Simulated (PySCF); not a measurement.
Cartesian coordinates in Å; atom numbers follow the order of the lines, from 1:
```xyz
10

Si    1.096    0.640   -0.045
C    -0.035   -0.895   -0.088
P    -1.845   -0.563    0.121
H     2.477    0.191   -0.225
H     0.709    1.547   -1.128
H     0.943    1.310    1.249
H     0.240   -1.604    0.697
H     0.072   -1.433   -1.034
H    -1.920    0.505   -0.775
H    -1.727    0.307    1.206
```

Calculated, not measured (PySCF 2.14.0 with density-fitted response routines): σ from GIAO-PBE0/pcSseg-1, GFN2-xTB geometry. Equivalent nuclei averaged, non-relativistic, isolated molecule, single conformer.

Shifts are taken against calculated references (same method and geometry level): ¹³C (186.93 ppm), ¹H (31.72 ppm), ²⁹Si (349.16 ppm) against TMS; ³¹P (318.38 ppm) against H3PO4.

```json
{"atoms": "C2", "nucleus": "¹³C", "count": "1", "δ (ppm)": "-8.3"}
{"atoms": "H7/H8", "nucleus": "¹H", "count": "2", "δ (ppm)": "?"}
{"atoms": "H4/H5/H6", "nucleus": "¹H", "count": "3", "δ (ppm)": "?"}
{"atoms": "Si1", "nucleus": "²⁹Si", "count": "1", "δ (ppm)": "-59.7"}
{"atoms": "H9/H10", "nucleus": "¹H", "count": "2", "δ (ppm)": "2.72"}
{"atoms": "P3", "nucleus": "³¹P", "count": "1", "δ (ppm)": "-172.5"}
```

Q: Estimate the values marked ?.

A: 
- H4/H5/H6: 4.03 ppm, hydrogen on a silicon bonded to C
- H7/H8: 0.34 ppm, hydrogen on an sp3 CH2 bonded to P and Si; an electropositive neighbour shields it, as in TMS itself

Shifts are as computed. Against solution values, carbons near 30 ppm lie about +3 ppm off and those near 130 ppm about +5 ppm. Of 1211 compounds with measured shifts, 218 miss one by over three times the rms of a fit or turn the order of signals round; such compounds aren't used in these exercises. Experimental scales use liquid or dissolved standards, which lie at an offset from isolated H3PO4.
